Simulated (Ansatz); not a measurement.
**BHO (singlet): the correlation ladder at scale of all distances = 1.316, 6-31G**

How much of the correlation energy of BHO (singlet) does each wave-function method recover here?

Method: 6-31G, core rule «outside noble gas», up to 2 orbitals frozen; program: Ansatz 0.2.0, Gaussian basis.

The runs, in order: UHF; CCSD(T) on RHF; BCCD(T) on RHF; CISD; CCSDT(Q) on RHF; CISDTQ; CCSDTQ on RHF; CASSCF and MRCISD+Q, 2 electrons in 2 orbitals; CASSCF and NEVPT2, 2 electrons in 2 orbitals; CASSCF and MRCISD+Q, 10 electrons in 9 orbitals; CASSCF and NEVPT2, 10 electrons in 9 orbitals; Full CI.

12 further runs of the same task are left out: 10 that didn't finish, 2 set aside as unsound or not needed.

**1. The system**

The geometry derives from a PBE0/def2-TZVP stationary point (not a proven minimum). All distances are scaled together.

3 atoms, charge 0, spin multiplicity 1.

Atoms are counted from 1 here; the program's logs count them from 0.

Bond lengths: B1–O2 1.674 Å, O2–H3 1.253 Å. Angles: B1–O2–H3 180.0°.

**2. UHF**

File in.yaml:

```yaml
crystal:
  periodic: [false, false, false]
  atoms:
    - {symbol: B, position_ang: [0.000000, 0.000000, 1.533744]}
    - {symbol: O, position_ang: [0.000000, 0.000000, -0.140301]}
    - {symbol: H, position_ang: [0.000000, 0.000000, -1.393443]}
basis:
  gaussian: {orbitals: 6-31G}
magnetization: {spin_polarized: true, initial_magnetization: 0}
hamiltonian: {xc: hf}
output: {orbitals: {seedname: orbitals}}
```

Launch:

```sh
$ ansatz run in.yaml --threads 1 --pin off --events-out ev --progress --plain --max-ram 2393MiB
```

Further steps of the session: CCSD(T) on RHF; BCCD(T) on RHF; CISD; CCSDT(Q) on RHF; CISDTQ; CCSDTQ on RHF; CASSCF and MRCISD+Q, 2 electrons in 2 orbitals; CASSCF and NEVPT2, 2 electrons in 2 orbitals; CASSCF and MRCISD+Q, 10 electrons in 9 orbitals; CASSCF and NEVPT2, 10 electrons in 9 orbitals; Full CI.

Q: Predict the results of all the runs planned. Wanted: FCI below the RHF energy; RMP2 from FCI; RCCSD from FCI; RCCSD(T) from FCI; RCCSDT(Q) from FCI; NEVPT2 pair from FCI; MRCISD+Q pair from FCI; NEVPT2 valence from FCI; T1 diagnostic.

**Answer**, as computed:

```
                         quantity                                value
         FCI below the RHF energy                           -5.8667 eV
                    RMP2 from FCI                           +756.5 meV
                   RCCSD from FCI                           +281.6 meV
                RCCSD(T) from FCI                            +51.0 meV
               RCCSDT(Q) from FCI                            -15.7 meV
             NEVPT2 pair from FCI                           +684.6 meV
           MRCISD+Q pair from FCI                           +107.6 meV
          NEVPT2 valence from FCI                           +944.7 meV
levels within 1 kcal/mol (43 meV)  BCCD(T), RCCSDT, RCCSDT(Q), RCCSDTQ
                    T1 diagnostic                                0.038
   effectively unpaired electrons                                 0.15
```

RCCSD(T) misses by +51.0 meV, 0.9 % of the correlation energy. RCCSDT(Q), RCCSDTQ fall below full CI, which methods that aren't variational can do. One determinant dominates. Of the multireference levels listed MRCISD+Q pair comes nearest in total energy (+107.6 meV), which doesn't show that its space is the better one. These misses are within one basis, not against nature.
